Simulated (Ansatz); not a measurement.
Basis-set extrapolation for `CO/C(C)=C\F` (PBE0-D4/def2-TZVP geometry, frozen core, the Gaussian-basis code of Ansatz). Multiplicity 1, RHF reference.

```
                      def2-TZVPP   def2-QZVPP
                 HF  -329.939403  -329.954512
    MP2 correlation    -1.149410    -1.235233
CCSD(T) correlation    -1.233993      not run
```

Energies in hartree. Use E(X) = E(∞) + A·exp(−7.88·√X) for Hartree–Fock and E(X) = E(∞) + B·X^(−2.97) for correlation, with X = 3 and 4, and add CCSD(T) minus MP2 of the smaller set to the MP2 limit.

Task: What is the CCSD(T) energy at the basis-set limit?

Result: HF limit: -329.954512 + (-0.015109) × 0.13774 = -329.95659. MP2 limit: -1.235233 + (-0.085823) × 0.74074 = -1.29881. Higher-order term: -1.233993 − (-1.149410) = -0.08458. Total: -331.33998 hartree, 437.4 kJ/mol below CCSD(T)/def2-TZVPP.
